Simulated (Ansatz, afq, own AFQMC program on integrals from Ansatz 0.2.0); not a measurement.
**VH4, quartet in def2-TZVP along one coordinate**

```yaml
atoms:
  - { symbol: V, position_ang: [0.0000, 0.0000, 0.0000] }
  - { symbol: H, position_ang: [0.9778, 0.9809, 1.0155] }
  - { symbol: H, position_ang: [-0.9818, -0.9756, 1.0169] }
  - { symbol: H, position_ang: [-0.9762, 0.9771, -1.0207] }
  - { symbol: H, position_ang: [0.9802, -0.9825, -1.0117] }
```

The V1–H4 distance is changed with both sides rigid. Energies in mEh count from this geometry (1.717 Å) at the same level; the start stands on UHF, each point on the determinant named.

Basis def2-TZVP. Noble-gas cores (and the filled d shells of Ga–Kr and In–Xe) are frozen. Integrals, coupled cluster, full CI and functionals: Ansatz 0.2.0; the random walks run on the same integrals in our own AFQMC program. The CISD trial takes its coefficients from CCSD amplitudes. Released means that phaseless walkers are propagated on without the constraint, phases kept. ± is one standard error of the sampling. The metal's outer-core s and p shells are frozen, which shifts wave-function levels against functionals.

Cautions, each for one point or more: CCSDT(Q) on the ROHF determinant differs, by its state or its frozen core; higher spins were not checked; lower spins were not checked; no relativity below Rb; outer-core shells of the metal frozen; strong correlation; the ph-AFQMC/CISD walk drifts between its halves; unrestricted determinant slightly spin contaminated.

```json
{"r(V1–H4) / Å": "1.524", "det.": "UHF", "T1": "0.064", "weight": "0.84", "⟨S²⟩": "3.81", "HF": "7.6", "wB97M-V": "2.8", "CCSD(T)": "5.2"}
{"r(V1–H4) / Å": "1.890", "det.": "UHF‡", "T1": "0.057", "weight": "0.85", "⟨S²⟩": "3.82", "HF": "-11.7", "wB97M-V": "-4.7", "CCSD(T)": "-7.6"}
{"r(V1–H4) / Å": "2.427", "det.": "UHF", "T1": "0.052", "weight": "0.86", "⟨S²⟩": "3.82", "HF": "-20.7", "wB97M-V": "-6.7", "CCSD(T)": "-10.3"}
{"r(V1–H4) / Å": "3.180", "det.": "UHF", "T1": "0.051", "weight": "0.86", "⟨S²⟩": "3.83", "HF": "-19.8", "wB97M-V": "-4.6", "CCSD(T)": "-7.3"}
{"r(V1–H4) / Å": "4.652", "det.": "UHF", "T1": "0.050", "weight": "0.86", "⟨S²⟩": "3.83", "HF": "-19.2", "wB97M-V": "-3.7", "CCSD(T)": "-6.4"}
```

**Question.** Estimate the curve of phaseless AFQMC with a CISD trial, counted from the same start.

**Answer.** 
| r(V1–H4) / Å | det. | T1 | weight | ⟨S²⟩ | ph-AFQMC/CISD | CCSDT(Q) |
| --- | --- | --- | --- | --- | --- | --- |
| 1.524 | UHF | 0.064 | 0.84 | 3.81 | 5.3 ± 0.2 | 5.4 |
| 1.890 | UHF‡ | 0.057 | 0.85 | 3.82 | -7.1 ± 0.3 | -6.9 |
| 2.427 | UHF | 0.052 | 0.86 | 3.82 | -8.9 ± 0.2 | -8.9 |
| 3.180 | UHF | 0.051 | 0.86 | 3.83 | -6.0 ± 0.2 | -5.9 |
| 4.652 | UHF | 0.050 | 0.86 | 3.83 | -4.8 ± 0.2 | -4.9 |

Weight is that of the determinant in the CISD state; at the start T1 is 0.063 and the weight 0.83, and ⟨S²⟩ is 3.82. A double dagger marks points where the walks on two determinants ended up to 2.9 mEh apart; the lower is shown. Symmetry can't show for every point that it stays on the start's state. Largest departures from phaseless AFQMC with a CISD trial: CCSD(T) -1.7 mEh at 4.652 (on UHF), CCSDT(Q) 0.2 mEh at 1.890 (on UHF) (within the noise), HF -14.5 mEh at 4.652 (on UHF). The walk's constraint bias lies outside its error bars, so these are departures and not errors. The functionals aren't scored here. In total energy ph-AFQMC/CISD lies 60 ± 4 meV above CCSDT(Q) at the start, so its agreement along the curve rests in part on cancellation.

CCSDT and higher add their correlation energy to the determinant of the CCSD(T) run, since their own runs factorise the integrals more tightly (a shift of under 2 meV). A walk keeps the symmetry of its determinant, which the program's search chose and which needn't be the lowest solution, so a lower state of the same spin and another symmetry isn't excluded.
